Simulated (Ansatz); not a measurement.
`C=C(F)/C=C/F` + H₂O → `O/C=C\F` + `C=CF` at 500 K and 1 bar (formal hydrolysis of a C–C bond).

Calculated with Ansatz (gas phase, PBE0-D4/def2-TZVP geometries, no zero-point term in ΔE). CBS: MP2 limit from def2 TZ/QZ plus the TZ coupled-cluster correction, frozen cores. This one scheme is used for every species. Double bonds are as drawn, so ΔE can hold a change between cis and trans. One conformer a species, not always the lowest.

| species | CCSD(T)/CBS energy (Eh) | H − E (kJ/mol) | S (J/(mol·K)) |
| --- | --- | --- | --- |
| `C=C(F)/C=C/F` | -354.14413 | 225.8 | 379.2 |
| H₂O | -76.37941 | 73.2 | 206.3 |
| `O/C=C\F` | -252.83247 | 159.9 | 316.7 |
| `C=CF` | -177.66469 | 139.4 | 282.9 |

H − E and S are ideal-gas, rigid-rotor, harmonic terms from PBE0-D4/def2-TZVP, for one conformer and one mirror image of each species. 1 Eh = 2625.50 kJ/mol, R = 8.31446 J/(mol·K).

**Question.** By hand: ΔE, ΔH, ΔS and ΔG.

**Answer.** ΔE = (-252.83247) + (-177.66469) − (-354.14413) − (-76.37941) = 0.02638 Eh = 69.3 kJ/mol. Δ(H − E) = 159.9 + 139.4 − 225.8 − 73.2 = 0.3, so ΔH = 69.6 kJ/mol. ΔS = 316.7 + 282.9 − 379.2 − 206.3 = 14.1 J/(mol·K). ΔG = 69.6 − 500 × (14.1)/1000 = 62.5 kJ/mol.

**Question.** By hand: the equilibrium constant, and the temperature at which ΔG would vanish if ΔH and ΔS stayed fixed.

**Answer.** log₁₀ K = −ΔG/(RT ln 10) = -6.5. ΔG = 0 at ΔH/ΔS = 4936 K, far beyond where these terms or the molecules hold.

The number of gas molecules stays the same, so ΔS is small and ΔH decides. A doubt of 5 kJ/mol in ΔE shifts log₁₀ K by 0.5 here. Other conformers and mirror images would add mixing entropy, several J/(mol·K) or more a flexible species. These are equilibria of isolated gas molecules and say nothing of rates. Largest T1 diagnostic: 0.013 (customary marks: 0.02 for closed shells, 0.045 for open ones).
